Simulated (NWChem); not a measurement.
Molecule: Li₂; SMILES [Li][Li]

```xyz
2

Li     0.0000     0.0000    -1.3635
Li     0.0000     0.0000     1.3635
```
Atoms are numbered in this order, from 1.

Results from NWChem. All runs use the structure optimised with B3LYP/6-31G* (spherical d). Ions are spin-unrestricted doublets at the neutral geometry; other ion states weren't tried.

Task: Predict the results for M06-2X/def2-SVP. Quantities: vertical ionisation energy, ΔSCF (eV); −ε(HOMO) (eV).

Result: 
```
Quantity                               Result
-------------------------------------  ------
vertical ionisation energy, ΔSCF (eV)    5.39
−ε(HOMO) (eV)                            4.22
```
